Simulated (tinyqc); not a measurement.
Worked calculation: extended Hueckel theory, for CH2. One step of it, computed by the program tinyqc.

Task: Mulliken analysis. P = C n C^T; charge = valence electrons (H 1, C 4) minus the sum of (P S)_ii on the atom; overlap population = 2 sum P_ij S_ij between two atoms.

coefficients, order 1C 2s, 1C 2px, 1C 2py, 1C 2pz, 2H 1s, 3H 1s:
$$\begin{pmatrix}
0.706488 & 0.000000 & -0.250025 & 0.000000 & 0.000000 & 1.275170 \\
0.000000 & 0.000000 & 0.000000 & 1.000000 & 0.000000 & 0.000000 \\
0.000000 & 0.522349 & 0.000000 & 0.000000 & 1.297477 & 0.000000 \\
-0.017863 & 0.000000 & 0.931572 & 0.000000 & 0.000000 & 0.590247 \\
0.245726 & 0.427426 & 0.119368 & 0.000000 & -0.973198 & -0.992581 \\
0.245726 & -0.427426 & 0.119368 & 0.000000 & 0.973198 & -0.992581
\end{pmatrix}$$

occupations: [2.000000, 2.000000, 2.000000, 0.000000, 0.000000, 0.000000]

overlap S, order 1C 2s, 1C 2px, 1C 2py, 1C 2pz, 2H 1s, 3H 1s:
$$\begin{pmatrix}
1.000000 & 0.000000 & 0.000000 & 0.000000 & 0.529299 & 0.529299 \\
0.000000 & 1.000000 & 0.000000 & 0.000000 & 0.000000 & 0.000000 \\
0.000000 & 0.000000 & 1.000000 & 0.000000 & 0.460006 & -0.460006 \\
0.000000 & 0.000000 & 0.000000 & 1.000000 & 0.226003 & 0.226003 \\
0.529299 & 0.000000 & 0.460006 & 0.226003 & 1.000000 & 0.134236 \\
0.529299 & 0.000000 & -0.460006 & 0.226003 & 0.134236 & 1.000000
\end{pmatrix}$$

Give: charges; Overlap populations.

Result:

charges: 1C -0.217, 2H 0.108, 3H 0.108

Overlap populations:
```
pair      value
2-1    0.811734
3-1    0.811734
3-2   -0.058024
```
